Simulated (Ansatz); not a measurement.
**Polycrystal shear modulus of diamond-structure Si at several levels of theory**

No measured value is used here.

```tsv
level (code)	value (GPa)	cell (Å³/atom)
PBE (Ansatz)	___	20.46
PBE-D3(BJ) (Ansatz)	63.5	19.92
r²SCAN+rVV10 (Ansatz)	68.2	20.07
Hartree–Fock (Ansatz)	84.9	20.86
```

Problem. Fill in the missing entries.

Solution. 
- PBE (Ansatz, a first-principles code), value (GPa): 62.3

PBE-D3(BJ): the dispersion coefficients are held fixed in the derivatives. Each level is taken at its own relaxed cell. Cutoffs and k meshes differ between the levels. Ansatz's density-functional and Hartree–Fock values are scalar-relativistic unless marked +SOC, with PAW data made under PBE.
